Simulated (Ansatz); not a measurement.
`[Li][O]` radical at its PBE0-D4/def2-TZVP geometry, where that method's forces vanish. Charge 0, multiplicity 2.

| atom | x (Å) | y (Å) | z (Å) |
| --- | --- | --- | --- |
| Li1 | 0.180 | -0.766 | 0.294 |
| O2 | -0.180 | 0.766 | -0.294 |

(1) For each bond, give half the difference of the two atoms' forces along it (eV/Å; positive pushes the atoms apart) under PBE-D4, r2SCAN-D4, B3LYP-D4, ωB97M-V in def2-TZVPP. (Estimate.)

Results:

(1) The calculation gave: 
```csv
bond,length (Å),PBE-D4,r2SCAN-D4,B3LYP-D4,ωB97M-V
Li1–O2,1.681,0.22,0.19,0.06,0.11
```

B3LYP here is the variant with VWN-RPA as its local correlation; programs differ in this.

Program: Ansatz 0.2.0.
